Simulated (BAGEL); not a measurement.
**C3H4FS− (SMILES C=C(F)C[S-]) at HF/3-21G (density fitting with qzvpp-jkfit)**

Aim: the energy change on altering one bond length of C3H4FS− at HF/3-21G (density fitting with qzvpp-jkfit), from 2 runs. 

The results are computed with BAGEL 1.2.2.

4 further runs of the same task are left out: 1 that didn't finish, 3 set aside as unsound or not needed.

## 1. The structure to begin with

C3H4FS−: 9 atoms, total charge -1, spin state singlet. As SMILES, `C=C(F)C[S-]`. The coordinates come from a GFN2-xTB relaxation. This is one conformer, not always the lowest.

Bond lengths: C1–C2 1.329 Å, C2–F3 1.371 Å, C2–C4 1.475 Å, C4–S5 1.826 Å, C1–H6 1.076 Å, C1–H7 1.073 Å, C4–H8 1.096 Å, C4–H9 1.095 Å. Some angles: C1–C2–F3 117.3°, C1–C2–C4 128.2°, F3–C2–C4 114.5°, C2–C4–S5 107.2°, C2–C1–H6 121.6°, C2–C1–H7 120.1°, C2–C4–H8 110.8°, C2–C4–H9 110.9°, S5–C4–H8 108.9°, S5–C4–H9 109.3°.

## 2. A single-point energy at HF/3-21G (density fitting with qzvpp-jkfit)

The input, job.json:

```json
{ "bagel" : [

{
  "title" : "molecule",
  "basis" : "3-21g",
  "df_basis" : "qzvpp-jkfit",
  "angstrom" : true,
  "geometry" : [
    { "atom" : "C", "xyz" : [   -0.453640,    0.876150,    1.016400 ] },
    { "atom" : "C", "xyz" : [    0.392500,    0.151550,    0.292280 ] },
    { "atom" : "F", "xyz" : [    1.731720,    0.370290,    0.485440 ] },
    { "atom" : "C", "xyz" : [    0.080600,   -0.860230,   -0.735060 ] },
    { "atom" : "S", "xyz" : [   -0.235990,    0.035190,   -2.294430 ] },
    { "atom" : "H", "xyz" : [   -0.109650,    1.652990,    1.677140 ] },
    { "atom" : "H", "xyz" : [   -1.512120,    0.747300,    0.896780 ] },
    { "atom" : "H", "xyz" : [   -0.816270,   -1.427690,   -0.462260 ] },
    { "atom" : "H", "xyz" : [    0.922860,   -1.545540,   -0.876290 ] }
  ]
},
{ "title" : "hf", "charge" : -1 },
{ "title" : "print", "file" : "orbitals.molden", "orbitals" : true }

]}
```

Command:

```sh
BAGEL_NUM_THREADS=1 BAGEL job.json > job.out
```

What it wrote:

```text
* using 1 threads per process

  ===============================================================
  ===============================================================

  *** Geometry ***

  { "atom" : "C", "xyz" : [     -0.857255,      1.655684,      1.920718 ] },
  { "atom" : "C", "xyz" : [      0.741718,      0.286388,      0.552329 ] },
  { "atom" : "F", "xyz" : [      3.272477,      0.699747,      0.917349 ] },
  { "atom" : "C", "xyz" : [      0.152312,     -1.625599,     -1.389062 ] },
  { "atom" : "S", "xyz" : [     -0.445956,      0.066499,     -4.335844 ] },
  { "atom" : "H", "xyz" : [     -0.207208,      3.123698,      3.169335 ] },
  { "atom" : "H", "xyz" : [     -2.857493,      1.412192,      1.694669 ] },
  { "atom" : "H", "xyz" : [     -1.542527,     -2.697943,     -0.873545 ] },
  { "atom" : "H", "xyz" : [      1.743953,     -2.920647,     -1.655948 ] },

  Number of auxiliary basis functions:      502

  Since a DF basis is specified, we compute 2- and 3-index integrals:
    o Being stored without compression. Storage requirement is 0.013 GB

  Number of basis functions:       57
  Number of electrons      :       47

    * METHOD: MOLECULE                             0.18

  *** RHF ***

  === Nuclear Repulsion ===
   205.1192485710

      * DIIS with orbital gradients will be used.

  === RHF iteration (3-21g) ===
      0       -609.60628759          0.01954166           0.05
      1       -609.71809494          0.00938415           0.05
      2       -609.73978362          0.00183977           0.05
      3       -609.74114386          0.00045468           0.05
      4       -609.74125686          0.00011357           0.05
      5       -609.74126892          0.00003066           0.05
      6       -609.74126956          0.00001101           0.05
      7       -609.74126964          0.00000335           0.05
      8       -609.74126965          0.00000143           0.05
      9       -609.74126966          0.00000067           0.05
     10       -609.74126966          0.00000021           0.05
     11       -609.74126966          0.00000009           0.05
     12       -609.74126966          0.00000002           0.05
     13       -609.74126966          0.00000001           0.05
    * SCF iteration converged.

    * Permanent dipole moment:
           (   -0.246533,     0.318039,    -2.319996) a.u.

    * METHOD: HF                                   0.79

    * METHOD: PRINT                                0.01

  ===============================================================
```

It took 1.1 s on 1 thread of Arm Neoverse V2, shared host; peak memory 0.091 GiB.

## 3. The distorted shape, same level

The input, input.json:

```json
{ "bagel" : [

{
  "title" : "molecule",
  "basis" : "3-21g",
  "df_basis" : "qzvpp-jkfit",
  "angstrom" : "true",
  "geometry" : [
    { "atom" : "C", "xyz" : [      -0.358658,       0.607511,       1.484233 ] },
    { "atom" : "C", "xyz" : [       0.487482,      -0.117089,       0.760113 ] },
    { "atom" : "F", "xyz" : [       1.826702,       0.101651,       0.953273 ] },
    { "atom" : "C", "xyz" : [       0.175582,      -1.128869,      -0.267227 ] },
    { "atom" : "S", "xyz" : [      -0.235990,       0.035190,      -2.294430 ] },
    { "atom" : "H", "xyz" : [      -0.014668,       1.384351,       2.144973 ] },
    { "atom" : "H", "xyz" : [      -1.417138,       0.478661,       1.364613 ] },
    { "atom" : "H", "xyz" : [      -0.721288,      -1.696329,       0.005573 ] },
    { "atom" : "H", "xyz" : [       1.017842,      -1.814179,      -0.408457 ] }
  ]
},

{
  "title" : "hf",
  "charge" : -1
},

{
  "title" : "print",
  "file" : "orbitals.molden",
  "orbitals" : "true"
}

]}
```

Command:

```sh
BAGEL_NUM_THREADS=1 BAGEL input.json > input.out
```

What it wrote:

```text
* using 1 threads per process

  ===============================================================
  ===============================================================

  *** Geometry ***

  { "atom" : "C", "xyz" : [     -0.677765,      1.148029,      2.804794 ] },
  { "atom" : "C", "xyz" : [      0.921207,     -0.221266,      1.436405 ] },
  { "atom" : "F", "xyz" : [      3.451966,      0.192093,      1.801425 ] },
  { "atom" : "C", "xyz" : [      0.331802,     -2.133253,     -0.504986 ] },
  { "atom" : "S", "xyz" : [     -0.445956,      0.066499,     -4.335844 ] },
  { "atom" : "H", "xyz" : [     -0.027719,      2.616044,      4.053412 ] },
  { "atom" : "H", "xyz" : [     -2.678003,      0.904538,      2.578745 ] },
  { "atom" : "H", "xyz" : [     -1.363037,     -3.205597,      0.010531 ] },
  { "atom" : "H", "xyz" : [      1.923443,     -3.428301,     -0.771872 ] },

  Number of auxiliary basis functions:      502

  Since a DF basis is specified, we compute 2- and 3-index integrals:
    o Being stored without compression. Storage requirement is 0.013 GB

  Number of basis functions:       57
  Number of electrons      :       47

    * METHOD: MOLECULE                             0.18

  *** RHF ***

  === Nuclear Repulsion ===
   190.1928497637

      * DIIS with orbital gradients will be used.

  === RHF iteration (3-21g) ===
      0       -609.53799213          0.02077905           0.05
      1       -609.67083384          0.01126340           0.05
      2       -609.70779408          0.00221344           0.05
      3       -609.71025181          0.00067789           0.05
      4       -609.71052865          0.00021494           0.05
      5       -609.71057968          0.00008684           0.05
      6       -609.71058466          0.00003593           0.05
      7       -609.71058553          0.00000855           0.05
      8       -609.71058558          0.00000506           0.05
      9       -609.71058560          0.00000215           0.05
     10       -609.71058561          0.00000098           0.05
     11       -609.71058561          0.00000058           0.05
     12       -609.71058561          0.00000031           0.04
     13       -609.71058561          0.00000016           0.04
     14       -609.71058561          0.00000005           0.04
     15       -609.71058561          0.00000002           0.05
     16       -609.71058561          0.00000001           0.05
    * SCF iteration converged.

    * Permanent dipole moment:
           (   -0.240775,     0.357442,    -2.320925) a.u.

    * METHOD: HF                                   0.91

    * METHOD: PRINT                                0.01

  ===============================================================
```

It took 1.2 s on 1 thread of Arm Neoverse V2, shared host; peak memory 0.092 GiB.

## 4. Outcome

Level: HF/3-21G (density fitting with qzvpp-jkfit).

| quantity | value |
| --- | --- |
| first shape: total energy | -609.74127 Eh |
| first shape: HOMO energy | -2.12 eV |
| first shape: LUMO energy | 9.37 eV |
| first shape: HOMO–LUMO gap (to an unbound level, set by the basis) | 11.50 eV |
| distorted shape: total energy | -609.71059 Eh |
| distorted shape: HOMO energy | -2.76 eV |
| distorted shape: LUMO energy | 7.55 eV |
| distorted shape: HOMO–LUMO gap (to an unbound level, set by the basis) | 10.31 eV |
| energy change with the C4–S5 bond stretched from 1.826 to 2.374 Å | 0.835 eV |

What this shows: With the C4–S5 bond stretched from 1.826 to 2.374 Å the energy rises by 0.83 eV (80.6 kJ/mol). The first shape isn't relaxed at this level, so the change isn't measured from a minimum.
